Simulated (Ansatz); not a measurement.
**BH2 (doublet): from Hartree-Fock to the top rungs at distance B1–H2 = 0.962 Å, aug-cc-pVDZ**

Aim: climb from Hartree-Fock through coupled cluster and multireference methods for BH2 (doublet) at one geometry and basis, and see what each rung misses.

Method: aug-cc-pVDZ, core rule «outside noble gas», up to 1 orbitals frozen; program: Ansatz 0.2.0, Gaussian basis.

Plan: UHF; CCSD(T) on ROHF; CCSD(T) on UHF; BCCD(T) on ROHF; CISD; CCSDT(Q) on ROHF; CCSDT(Q) on UHF; CASSCF and MRCISD+Q, 3 electrons in 3 orbitals; CASSCF and NEVPT2, 3 electrons in 3 orbitals; CASSCF and MRCISD+Q, 5 electrons in 6 orbitals; CASSCF and NEVPT4(SD), 5 electrons in 6 orbitals; CASSCF and NEVPT2, 5 electrons in 6 orbitals; Full CI.

15 further runs of the same task are left out: 11 that didn't finish, 4 set aside as unsound or not needed.

## Step 1: The geometry

The geometry derives from a PBE0/def2-TZVP stationary point (not a proven minimum). One bond is set to the value named and the two fragments are kept rigid.

3 atoms, charge 0, spin multiplicity 2.

Atoms are counted from 1 here; the program's logs count them from 0.

Bond lengths: B1–H2 0.962 Å, B1–H3 1.191 Å. Angles: H2–B1–H3 129.4°.

## Step 2: UHF

in.yaml reads:

```yaml
crystal:
  periodic: [false, false, false]
  atoms:
    - {symbol: B, position_ang: [0.000000, -0.072308, -0.016288]}
    - {symbol: H, position_ang: [0.000000, 0.338793, -0.886023]}
    - {symbol: H, position_ang: [0.000000, 0.436765, 1.060720]}
basis:
  gaussian: {orbitals: aug-cc-pVDZ}
magnetization: {spin_polarized: true, initial_magnetization: 1}
hamiltonian: {xc: hf}
output: {orbitals: {seedname: orbitals}}
```

Launch:

```sh
$ ansatz run in.yaml --threads 1 --pin off --events-out ev --progress --plain --max-ram 2393MiB
```

The runs that follow: CCSD(T) on ROHF; CCSD(T) on UHF; BCCD(T) on ROHF; CISD; CCSDT(Q) on ROHF; CCSDT(Q) on UHF; CASSCF and MRCISD+Q, 3 electrons in 3 orbitals; CASSCF and NEVPT2, 3 electrons in 3 orbitals; CASSCF and MRCISD+Q, 5 electrons in 6 orbitals; CASSCF and NEVPT4(SD), 5 electrons in 6 orbitals; CASSCF and NEVPT2, 5 electrons in 6 orbitals; Full CI.

**Question.** What will the summary of the whole plan be? Wanted: FCI below the RHF energy; RMP2 from FCI; UMP2 from FCI; RCCSD from FCI; RCCSD(T) from FCI; UCCSD(T) from FCI; RCCSDT(Q) from FCI; UCCSDT(Q) from FCI; NEVPT2 pair from FCI.

**Answer**, as computed:

| quantity | value |
| --- | --- |
| FCI below the RHF energy | -2.4474 eV |
| RMP2 from FCI | +573.5 meV |
| UMP2 from FCI | +569.0 meV |
| RCCSD from FCI | +43.3 meV |
| RCCSD(T) from FCI | +10.2 meV |
| UCCSD(T) from FCI | +10.0 meV |
| RCCSDT(Q) from FCI | +0.1 meV |
| UCCSDT(Q) from FCI | -0.2 meV |
| NEVPT2 pair from FCI | +585.7 meV |
| MRCISD+Q pair from FCI | -9.9 meV |
| NEVPT2 valence from FCI | +518.5 meV |
| levels within 1 kcal/mol (43 meV) | RCCSD, UCCSD, RCCSD(T), UCCSD(T), BCCD(T), RCCSDT, UCCSDT, RCCSDT(Q), UCCSDT(Q), MRCISD+Q pair, MRCISD+Q valence |
| T1 diagnostic | 0.014 |
| effectively unpaired electrons | 1.02 |

What this shows: RCCSD(T) misses by +10.2 meV, 0.4 % of the correlation energy. MRCISD+Q pair falls below full CI: the +Q correction isn't variational, and the cores differ from full CI's. One determinant dominates. Of the multireference levels listed MRCISD+Q pair comes nearest in total energy (-9.9 meV), which doesn't show that its space is the better one. These misses are within one basis, not against nature; the frozen cores of restricted and unrestricted runs differ, which can shift their rows.
